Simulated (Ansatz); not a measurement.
**C2H7NS2: a ladder of functionals and wavefunction methods**

One table from this session's results is given with a row withheld; the runs are named, their logs left out.

Method: functionals in def2-TZVPP, the program's frozen cores in correlated methods; program: Ansatz 0.2.0, Gaussian basis.

The runs, in order: LDA (SPW92), PBE-D4, revPBE-D4, BLYP-D4, r2SCAN-D4, B97M-V, PBE0-D4, B3LYP-D4, r2SCANh-D4, r2SCAN0-D4, HSE06-D4, BHLYP-D4, CAM-B3LYP-D4, LC-ωPBE, ωB97X-V, ωB97M-V, B2PLYP, PBE-QIDH; CCSD(T)/def2-SVP; CCSD(T)/def2-TZVPP; MP2/def2-QZVPP; extrapolation to the limit; RPA on PBE.

## The relaxed structure

All runs share one geometry, relaxed beforehand with PBE0-D4 in a triple-zeta def2 set.

SMILES `NC(S)CS`, 12 atoms, charge 0, spin multiplicity 1.

Atoms are counted from 1 here; the program's logs count them from 0.

Bond lengths: N1–C2 1.444 Å, N1–H6 1.013 Å, N1–H7 1.012 Å, C2–S3 1.823 Å, C2–C4 1.526 Å, C2–H8 1.093 Å, S3–H9 1.343 Å, C4–S5 1.810 Å, C4–H10 1.095 Å, C4–H11 1.092 Å, S5–H12 1.342 Å. Angles: C2–N1–H6 111.1°, C2–N1–H7 111.0°, H6–N1–H7 108.5°, N1–C2–S3 105.4°, N1–C2–C4 113.1°, N1–C2–H8 108.2°, S3–C2–C4 112.9°, S3–C2–H8 107.7°, C4–C2–H8 109.3°, C2–S3–H9 95.8°, C2–C4–S5 116.4°, C2–C4–H10 108.0°, C2–C4–H11 110.1°, S5–C4–H10 104.8°, S5–C4–H11 109.4°, H10–C4–H11 107.6°, C4–S5–H12 97.0°.

The first run:

in.yaml reads:

```yaml
crystal:
  periodic: [false, false, false]
  atoms:
    - {symbol: N, position_ang: [1.461101, 0.953009, -0.642830]}
    - {symbol: C, position_ang: [0.311612, 0.589408, 0.151559]}
    - {symbol: S, position_ang: [0.988712, -0.045937, 1.720138]}
    - {symbol: C, position_ang: [-0.606137, -0.408778, -0.547610]}
    - {symbol: S, position_ang: [-2.147668, -0.819123, 0.307485]}
    - {symbol: H, position_ang: [1.957701, 0.130343, -0.964398]}
    - {symbol: H, position_ang: [1.186551, 1.497961, -1.449921]}
    - {symbol: H, position_ang: [-0.249770, 1.499755, 0.375747]}
    - {symbol: H, position_ang: [-0.197570, -0.373604, 2.258584]}
    - {symbol: H, position_ang: [-0.921824, 0.030012, -1.499851]}
    - {symbol: H, position_ang: [-0.059824, -1.327182, -0.772003]}
    - {symbol: H, position_ang: [-1.645885, -1.780965, 1.097102]}
basis:
  gaussian: {orbitals: def2-TZVPP}
hamiltonian: {xc: lda}
output: {orbitals: {seedname: orbitals}}
```

Steps of the session up to this table: LDA; PBE-D4 (GGA); revPBE-D4 (GGA); BLYP-D4 (GGA); r2SCAN-D4 (meta-GGA); B97M-V (meta-GGA); PBE0-D4 (hybrid); B3LYP-D4 (hybrid); r2SCANh-D4 (hybrid); r2SCAN0-D4 (hybrid); HSE06-D4 (hybrid); BHLYP-D4 (hybrid); CAM-B3LYP-D4 (range-separated); LC-ωPBE (range-separated); ωB97X-V (range-separated); ωB97M-V (range-separated); B2PLYP (double hybrid); PBE-QIDH (double hybrid).

One of the session's tables, all rows but one given; the rest of the session is left out.

It belongs to the step «Orbital energies across the functionals». 

```
  functional  HOMO (eV)  gap (eV)
 LDA (SPW92)      -5.68      4.65
      PBE-D4      -5.55      4.74
   revPBE-D4      -5.49      4.78
     BLYP-D4      -5.41      4.68
   r2SCAN-D4      -5.81      5.33
      B97M-V      -5.92      5.31
     PBE0-D4      -6.80      6.91
    B3LYP-D4      -6.57      6.41
  r2SCANh-D4      -6.27      6.13
  r2SCAN0-D4      -6.97      7.31
    HSE06-D4      -6.40      6.13
    BHLYP-D4      -7.93      8.88
CAM-B3LYP-D4      -8.16      9.23
     LC-ωPBE      -9.55     11.89
     ωB97X-V          ?         ?
     ωB97M-V      -9.04     10.89
```

Q: Estimate the row for ωB97X-V from the others.

As computed: HOMO (eV): -9.20; gap (eV): 11.34. In the column «HOMO (eV)» it lies between LC-ωPBE (-9.55) and ωB97M-V (-9.04).
